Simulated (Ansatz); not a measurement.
A run for Ansatz (a program for electronic structure): R-CCSD(T)/aug-cc-pVTZ on C2H2 (SMILES C#C) with ghost functions.

Ansatz 0.2 input:
```yaml
crystal:
  periodic: [false, false, false]
  atoms:
    - {symbol: C, position_ang: [-0.00482439, 0.05527662, 1.58570718]}
    - {symbol: H, position_ang: [-0.00143039, 0.02154162, 0.52241018]}
    - {symbol: C, position_ang: [-0.00876139, 0.09356662, 2.79717218]}
    - {symbol: H, position_ang: [-0.01202739, 0.12694262, 3.85808418]}
basis:
  gaussian:
    orbitals: aug-cc-pVTZ
    ghost_atoms:
      - {symbol: C, position_ang: [-0.59913239, -0.07435738, -2.19272482]}
      - {symbol: H, position_ang: [-1.66113739, -0.07431438, -2.19864582]}
      - {symbol: C, position_ang: [0.61270661, -0.07445138, -2.18949582]}
      - {symbol: H, position_ang: [1.67473261, -0.07458038, -2.18969182]}
magnetization: {spin_polarized: false}
correlation: {method: ccsd_t, electrons: outside_noble_gas}
scf: {lower_state_search: off}
```

Output:

```
WARN ansatz: RAYON_NUM_THREADS=2 ignored (pool sized by the plan → 2); use --threads N
Functional definition: HF
these checks for a lower state are left out or cut short: stability, starts, cluster_reference, orbital_swaps, neighbouring_geometries, increment
integrals: 2.11 GiB planned
1600 factors; integrals over basis functions are off by at most 8.7e-4 eV
mean field: 0.85 GiB planned
mean field evaluation 1: about -2089.5780 eV, gradient 2.5e1 eV
mean field evaluation 2: about -2089.5793 eV, gradient 2.5e1 eV
mean field evaluation 4: about -2091.1609 eV, gradient 1.8e0 eV
mean field evaluation 8: about -2091.1722 eV, gradient 4.4e-5 eV
mean field -2091.17218906 eV, -76.8491605007 hartree, gradient 3.3e-6 eV, S^2 0.000000; 0 other end points of the search recorded, 0 dependent functions left out
2 core orbitals not correlated
reference -2091.17218906 eV, -76.8491605007 hartree; 5, 5 occupied and 269, 269 virtual orbitals, 1600 factors
second order -8.57553351 eV of doubles, -0.00000000 eV of singles
coupled cluster: 2.31 GiB planned
cycle   1  -8.54112463 eV  change    3.4e-2 eV  update   7.3e-2
cycle   2  -8.80838435 eV  change   -2.7e-1 eV  update   2.3e-2
cycle   3  -8.87057315 eV  change   -6.2e-2 eV  update   1.1e-2
cycle   4  -8.87292611 eV  change   -2.4e-3 eV  update   3.1e-3
cycle   5  -8.87504486 eV  change   -2.1e-3 eV  update   9.0e-4
cycle   6  -8.87523137 eV  change   -1.9e-4 eV  update   2.3e-4
cycle   7  -8.87529285 eV  change   -6.1e-5 eV  update   5.5e-5
cycle   8  -8.87532697 eV  change   -3.4e-5 eV  update   2.0e-5
cycle   9  -8.87532984 eV  change   -2.9e-6 eV  update   5.5e-6
perturbative correction -0.46551657 eV, -0.0171074184 hartree
Total energy: -2100.51303548 eV, -77.1924302749 hartree
Checks for a lower state left out: stability, starts, cluster_reference, orbital_swaps, neighbouring_geometries, increment
```

The run converged.

Cost: around 17 core-minutes (rough).
